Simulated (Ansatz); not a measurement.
[OH···H···NH], triplet along the distance O1-H3

Starting geometry:

```
atom    x (Å)    y (Å)   z (Å)
   O  -1.0590   0.0024  0.0000
   H  -1.3084   0.9289  0.0000
   H  -0.0995   0.0024  0.0000
   N   1.2050   0.0024  0.0000
   H   1.4740  -1.0019  0.0000
```

From there H3 is moved from one fragment to the other while all else, the fragments' distance too, stays fixed; atoms are numbered as listed. Energies are in kJ/mol, counted from the starting geometry at the same level.

Basis cc-pVDZ; Ansatz 0.2.0. Correlated methods freeze the noble-gas cores. Prefix R: restricted or restricted open-shell reference; prefix U: unrestricted.

Full CI isn't at hand for all of this; UCCSDT(Q) serves as the reference, and is uncertain by about the last step of the cluster series.

```json
{"distance O1-H3 (Å)": "0.892", "UCCSD": "8.3"}
{"distance O1-H3 (Å)": "0.960", "UCCSD": "0.0"}
{"distance O1-H3 (Å)": "0.997", "UCCSD": "5.0"}
{"distance O1-H3 (Å)": "1.035", "UCCSD": "14.1"}
{"distance O1-H3 (Å)": "1.073", "UCCSD": "25.5"}
{"distance O1-H3 (Å)": "1.111", "UCCSD": "37.4"}
{"distance O1-H3 (Å)": "1.148", "UCCSD": "48.6"}
{"distance O1-H3 (Å)": "1.186", "UCCSD": "58.9"}
{"distance O1-H3 (Å)": "1.224", "UCCSD": "68.6"}
```

Q: Estimate the UCCSDT(Q) curve in cc-pVDZ from this one, knowing how UCCSD errs.

A: The computed UCCSDT(Q) values, in kJ/mol from the starting point, and the error of UCCSD against them:
```json
{"distance O1-H3 (Å)": "0.892", "UCCSDT(Q)": "9.9", "UCCSD less UCCSDT(Q)": "-1.6"}
{"distance O1-H3 (Å)": "0.960", "UCCSDT(Q)": "0.0", "UCCSD less UCCSDT(Q)": "0.0"}
{"distance O1-H3 (Å)": "0.997", "UCCSDT(Q)": "3.9", "UCCSD less UCCSDT(Q)": "1.0"}
{"distance O1-H3 (Å)": "1.035", "UCCSDT(Q)": "11.9", "UCCSD less UCCSDT(Q)": "2.2"}
{"distance O1-H3 (Å)": "1.073", "UCCSDT(Q)": "22.2", "UCCSD less UCCSDT(Q)": "3.3"}
{"distance O1-H3 (Å)": "1.111", "UCCSDT(Q)": "33.2", "UCCSD less UCCSDT(Q)": "4.3"}
{"distance O1-H3 (Å)": "1.148", "UCCSDT(Q)": "43.8", "UCCSD less UCCSDT(Q)": "4.7"}
{"distance O1-H3 (Å)": "1.186", "UCCSDT(Q)": "54.3", "UCCSD less UCCSDT(Q)": "4.6"}
{"distance O1-H3 (Å)": "1.224", "UCCSDT(Q)": "64.7", "UCCSD less UCCSDT(Q)": "3.9"}
```

The error spans 6.3 kJ/mol and is largest, 4.7 kJ/mol, at 1.148 Å.
